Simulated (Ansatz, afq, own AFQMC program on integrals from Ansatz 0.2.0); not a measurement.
## NaC, quartet: AFQMC among the cluster methods

```xyz
2

C     0.0000    0.0000    0.0000
Na    0.0000    0.0000    4.2050
```

Basis cc-pVDZ. Noble-gas cores (and the filled d shells of Ga–Kr and In–Xe) are frozen. Integrals, coupled cluster, full CI and functionals: Ansatz 0.2.0; the random walks run on the same integrals in our own AFQMC program. ph-AFQMC/CISD is guided by a CISD state made of CCSD amplitudes; releasing the constraint for a short imaginary time cuts its bias at the price of noise, slowly where states lie close. Uncertainties: one standard error, sampling alone.

Determinant: ROHF, the one that the program's search chose, which needn't be the lowest solution. The geometry is a point of a scan.

Full CI on the same integrals is exact in this basis and with this determinant's frozen core.

Cautions: lower spins were not checked; strong correlation (T1 0.051, weight of the determinant 0.93, largest double 0.07); the released energies have errors that jump between times, so the bars are unsure, so no released level is given (meV from the phaseless value at times in 1/Eh: -24 ± 22 at 0.24, -2.5 ± 0.9 at 0.51, -5.7 ± 1.3 at 0.99, -19 ± 10 at 1.62, 71 ± 59 at 2.40).

```
T1 diagnostic                               : 0.0510
weight of the determinant in the CISD state : 0.925
size of the correlated space                : 5 electrons in 26 orbitals
```

| level | correlation energy (eV) |
| --- | --- |
| MP2 | -1.5612 |
| CCSD | -2.1736 |
| CCSD(T) | -2.2051 |

(1) Estimate where phaseless AFQMC with a CISD trial lies against CCSD(T) on the same integrals.

(1) 0.2 ± 0.2 kJ/mol below CCSD(T). The gap is under twice the noise, so this walk alone can't tell the two apart.

Reference: full CI, correlation energy -2.218 eV.

```json
{"level": "CCSD(T)", "E − E(reference) (kJ/mol)": "1.3", "share of correlation (%)": "99.40"}
{"level": "CCSDT", "E − E(reference) (kJ/mol)": "0.1", "share of correlation (%)": "99.93"}
{"level": "CCSDT(Q)", "E − E(reference) (kJ/mol)": "0.0", "share of correlation (%)": "99.98"}
{"level": "CCSDTQ", "E − E(reference) (kJ/mol)": "0.0", "share of correlation (%)": "100.00"}
{"level": "ph-AFQMC/CISD", "E − E(reference) (kJ/mol)": "1.1 ± 0.2", "share of correlation (%)": "99.50"}
```

CCSDT and higher add their correlation energy to the determinant of the CCSD(T) run, since their own runs factorise the integrals more tightly (a shift of under 2 meV). A walk keeps the symmetry of its determinant, which the program's search chose and which needn't be the lowest solution, so a lower state of the same spin and another symmetry isn't excluded.
